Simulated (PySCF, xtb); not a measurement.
Isomers of B2H2S in order of energy

4 gas-phase structures of B2H2S, found in a search over its isomers (lower ones may exist). Each was relaxed with GFN2-xTB:

A. a singlet given by its coordinates
B. `B=BS`, a singlet
C. `B1BS1`, a singlet
D. `BB=S`, a singlet

A (Å):

```yaml
atoms:
  - { symbol: B, position_ang: [0.2542, -1.2517, 0.8299] }
  - { symbol: B, position_ang: [0.5377, 0.9059, -0.6167] }
  - { symbol: S, position_ang: [0.4152, 0.4289, 1.0856] }
  - { symbol: H, position_ang: [0.4962, 0.1149, -1.4762] }
  - { symbol: H, position_ang: [0.6623, 2.0483, -0.8251] }
```

Close contacts (Å): B1–S3 1.71, B2–S3 1.77, B2–H4 1.17, B2–H5 1.17.

Problem. Make a reasoned guess at their ranking by r2SCAN-D4/def2-SVP single-point energy.

Solution. Calculated order at r2SCAN-D4/def2-SVP: C (0.000), D (0.239), A (2.546), B (2.886) eV.

Energies above the lowest of each column, in eV; the last columns are at B3LYP-D4/def2-SVP geometries and were run for some of them only (a dash: not run or not comparable):

```
structure  GFN2-xTB  HF/STO-3G  r2SCAN-D4/def2-SVP  B3LYP-D4/def2-SVP  CCSD(T)/def2-TZVP
        C     0.000      0.000               0.000              0.000              0.000
        D     0.198      0.280               0.239              0.091              0.144
        A     2.587      2.697               2.546              2.143              1.950
        B     2.620      3.850               2.886                  –                  –
```

Every level run on C puts it lowest or level with the lowest. Flexible structures stand in one conformer each, not always the lowest. Frequencies (GFN2-xTB) were run for A, C, D alone. Large T1 diagnostics make some coupled-cluster values less sure.

Over these structures GFN2-xTB departs from r2SCAN-D4/def2-SVP by 0.100 eV on average once a common shift is removed. A GFN2-xTB relaxation took about 0.19 s and the r2SCAN-D4/def2-SVP energy about 6.9 s on a shared host (PySCF 2.14.0, xtb 6.7.1).
